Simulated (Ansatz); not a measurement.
Cost and result for the atomization energy of `F[B]S` radical (4 atoms, 3 bonds).

Total charge 0; spin multiplicity 2. All single points use the PBE0-D4/def2-TZVP geometry. It is one conformer, not always the lowest. Program: Ansatz. Hardware: A = 2 threads of an AMD EPYC 7R13 on a shared host; B = 2 threads of an AMD EPYC 7R13 on a shared host and a share of an NVIDIA H100 80 GB. Times are those of one run each, without the atoms' runs, and a repeat can differ threefold. Electronic energies, without spin–orbit coupling; frozen cores. CCSD(T)/CBS extrapolates def2-TZVPP and def2-QZVPP, and its time is that of the two runs behind it. T1 = 0.017; ⟨S²⟩ of the reference is 0.76. B3LYP takes the VWN-RPA correlation (the form of Gaussian; ORCA's B3LYP/G). HSE06 is the plane-wave form, built on full-range PBE exchange.

CCSD(T)/CBS is a level of theory with its own doubt, some kJ/mol a heavy atom from the limit and from the frozen cores, so smaller differences don't rank the functionals.

| level | functions | wall time |
| --- | --- | --- |
| LDA (SPW92)/def2-TZVPP [A] | 118 | 0.55 s |
| PBE-D4/def2-TZVPP (with forces) [A] | 118 | 1.1 s |
| CCSD(T)/def2-SVP [A] | 51 | 1.3 s |
| HSE06-D4/def2-TZVPP [A] | 118 | 1.4 s |
| PBE0-D4/def2-TZVPP [A] | 118 | 1.5 s |
| B3LYP-D4/def2-TZVPP (with forces) [A] | 118 | 1.5 s |
| B2PLYP/def2-TZVPP [A] | 118 | 1.9 s |
| r2SCANh-D4/def2-TZVPP [A] | 118 | 2.5 s |
| B97M-V/def2-TZVPP [A] | 118 | 3.8 s |
| ωB97M-V/def2-TZVPP (with forces) [A] | 118 | 4.5 s |
| CCSD(T)/def2-QZVPP [B] | 214 | 6 s |
| CCSD(T)/def2-TZVPP [A] | 118 | 14 s |
| CCSD(T)/CBS(def2) | – | 20 s |

Q: What atomization energy does each give, and how far from CCSD(T)/CBS? (An estimate is asked.)

A: Ansatz gave: 
| level | atomization (kJ/mol) | difference from CCSD(T)/CBS | per bond |
| --- | --- | --- | --- |
| LDA (SPW92)/def2-TZVPP [A] | 1607.1 | 258.7 | 86.2 |
| PBE-D4/def2-TZVPP (with forces) [A] | 1418.0 | 69.6 | 23.2 |
| CCSD(T)/def2-SVP [A] | 1273.5 | -74.9 | -25.0 |
| HSE06-D4/def2-TZVPP [A] | 1376.6 | 28.2 | 9.4 |
| PBE0-D4/def2-TZVPP [A] | 1375.1 | 26.7 | 8.9 |
| B3LYP-D4/def2-TZVPP (with forces) [A] | 1358.6 | 10.2 | 3.4 |
| B2PLYP/def2-TZVPP [A] | 1346.7 | -1.7 | -0.5 |
| r2SCANh-D4/def2-TZVPP [A] | 1380.3 | 31.9 | 10.7 |
| B97M-V/def2-TZVPP [A] | 1382.7 | 34.3 | 11.4 |
| ωB97M-V/def2-TZVPP (with forces) [A] | 1364.3 | 15.9 | 5.3 |
| CCSD(T)/def2-QZVPP [B] | 1332.0 | -16.4 | -5.5 |
| CCSD(T)/def2-TZVPP [A] | 1308.3 | -40.1 | -13.4 |
| CCSD(T)/CBS(def2) | 1348.4 | 0.0 | 0.0 |

Leaving LDA and LC-ωPBE aside and taking each functional with its dispersion term where it has one, the values, not all of them listed here, spread over 115.9 kJ/mol, from BHLYP-D4 to PBE-D4. LDA lies +194.9 kJ/mol from PBE without D4, its usual overbinding. The D4 term adds +9.5 kJ/mol with B3LYP and +4.8 kJ/mol with PBE0; it sums over pairs of atoms, weighted by their polarisabilities, and B3LYP, whose exchange is more repulsive, gets the larger term. At CCSD(T), def2-SVP lies −74.9 kJ/mol from the extrapolated value and def2-TZVPP −40.1 kJ/mol: correlation converges slowly with the basis, and small sets miss more of it in the bonded molecule than in its fragments.
